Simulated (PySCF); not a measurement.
Breaking a bond: LiH, singlet.

- UKS-PBE = unrestricted PBE/cc-pVDZ run with PySCF
- UMP2 = MP2 on UHF/cc-pVDZ in PySCF
- RKS-PBE = PySCF 2.14.0 with restricted PBE/cc-pVDZ
- UCCSD(T) = PySCF with CCSD(T) on UHF/cc-pVDZ

Energies relative to the lowest point of each curve near equilibrium, in kJ/mol:

```csv
R / Å,UKS-PBE,UMP2,RKS-PBE
1.51,3.8,3.5,3.8
1.57,0.6,0.5,0.6
1.60,0.0,0.0,0.0
1.66,0.3,0.6,0.3
1.68,0.8,1.3,0.8
1.74,3.4,4.3,3.4
2.40,79.7,107.3,79.7
2.88,139.8,166.5,140.9
3.19,167.0,181.0,174.3
3.49,185.4,188.0,201.4
5.60,217.4,195.6,292.7
6.41,217.6,195.7,303.4
```

### Question
What does UCCSD(T) give at the same points?

### Answer
1.51: 3.5; 1.57: 0.6; 1.60: 0.0; 1.66: 0.5; 1.68: 1.1; 1.74: 3.9; 2.40: 82.4; 2.88: 141.9; 3.19: 170.6; 3.49: 190.0; 5.60: 217.1; 6.41: 217.4 (kJ/mol).

The unrestricted determinant behind UKS-PBE is spin-contaminated at 2.88 to 6.41 Å (<S²> up to 1.0, against 0.00 for a pure singlet). The unrestricted determinant behind UMP2, UCCSD(T) is spin-contaminated at 2.40 to 6.41 Å (<S²> up to 1.0, against 0.00 for a pure singlet). At the longest distance RKS-PBE leaves fractional charges on the fragments, a sign of delocalisation error or of the restricted form. The restricted form behind RKS-PBE keeps the bonding electrons paired and can't separate into open-shell fragments.
